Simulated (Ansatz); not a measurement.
# SiNH₃ (triplet): from Hartree-Fock to the top rungs at distance N1–H4 along a hydrogen transfer = 0.942 Å, cc-pVDZ

One table from this session's results is given with a row withheld; the runs are named, their logs left out.

Program: Ansatz 0.2.0, Gaussian basis. Level of theory: cc-pVDZ, core rule «outside noble gas», up to 6 orbitals frozen. These are calculated values, not measurements.

To be run: UHF; CCSD(T) on ROHF; CCSD(T) on UHF; BCCD(T) on ROHF; CISD; CCSDT(Q) on ROHF; CCSDT(Q) on UHF; CASSCF and MRCISD+Q, 4 electrons in 4 orbitals; CASSCF and NEVPT2, 4 electrons in 4 orbitals.

7 further runs of the same task are left out: 6 that didn't finish, 1 set aside as unsound or not needed.

## The geometry

The geometry derives from fragments relaxed apart (PBE0/def2-TZVP) and kept rigid, so it is no stationary point. A hydrogen atom is moved between rigid fragments.

5 atoms, charge 0, spin multiplicity 3.

Atoms are counted from 1 here; the program's logs count them from 0.

Bond lengths: N1–H2 1.012 Å, N1–H3 1.012 Å, N1–H4 0.942 Å. Angles: H2–N1–H3 107.1°, H2–N1–H4 107.1°, H3–N1–H4 107.1°.

Set-up of the first run:

File in.yaml:

```yaml
crystal:
  periodic: [false, false, false]
  atoms:
    - {symbol: N, position_ang: [-1.971182, -0.012635, -0.019666]}
    - {symbol: H, position_ang: [-2.268461, 0.955198, -0.019665]}
    - {symbol: H, position_ang: [-2.268461, -0.414935, 0.860594]}
    - {symbol: H, position_ang: [-1.029182, -0.012635, -0.019666]}
    - {symbol: Si, position_ang: [1.182818, -0.012634, -0.019666]}
basis:
  gaussian: {orbitals: cc-pVDZ}
magnetization: {spin_polarized: true, initial_magnetization: 2}
hamiltonian: {xc: hf}
output: {orbitals: {seedname: orbitals}}
```

Launch:

```console
ansatz run in.yaml --threads 1 --pin off --events-out ev --progress --plain --max-ram 2393MiB
```

Among the steps run: UHF; CCSD(T) on ROHF; CCSD(T) on UHF; BCCD(T) on ROHF; CISD; CCSDT(Q) on ROHF; CCSDT(Q) on UHF; CASSCF and MRCISD+Q, 4 electrons in 4 orbitals; CASSCF and NEVPT2, 4 electrons in 4 orbitals.

One table of the session follows, with a row left open; its other results are not shown here.

| method | from UCCSDT(Q) (meV) |
| --- | --- |
| ROHF | +7576.8 |
| UHF | +7470.3 |
| RMP2 | +1113.2 |
| UMP2 | +1105.7 |
| CISD | +781.6 |
| RCCSD | +177.2 |
| UCCSD | +173.6 |
| RCCSD(T) | +30.3 |
| UCCSD(T) | +29.5 |
| BCCD(T) | +30.1 |
| RCCSDT | +10.9 |
| UCCSDT | +10.7 |
| RCCSDT(Q) | +0.3 |
| UCCSDT(Q) | 0 |
| CASSCF pair | +7091.9 |
| NEVPT2 pair | +1092.4 |
| MRCISD pair | ? |
| MRCISD+Q pair | +49.8 |

Estimate the missing values for MRCISD pair.

The run gave: from UCCSDT(Q) (meV): +701.8. In the column «from UCCSDT(Q) (meV)» it lies between RCCSD (+177.2) and CISD (+781.6).

Among the levels timed on like hardware and quicker than the yardstick, those that no quicker one beats, quickest first: NEVPT2 pair (2.8 s, +1092.4 meV); MRCISD+Q pair (3.4 s, +49.8 meV); BCCD(T) (7.5 s, +30.1 meV); UCCSD(T) (11 s, +29.5 meV).

To keep in mind: Of the multireference levels listed MRCISD+Q pair comes nearest in total energy (+49.8 meV), which doesn't show that its space is the better one. Restricted and unrestricted rows rest on different reference determinants; where their highest levels disagree by more than a few hundredths of an eV, they describe different states and don't form one ladder.
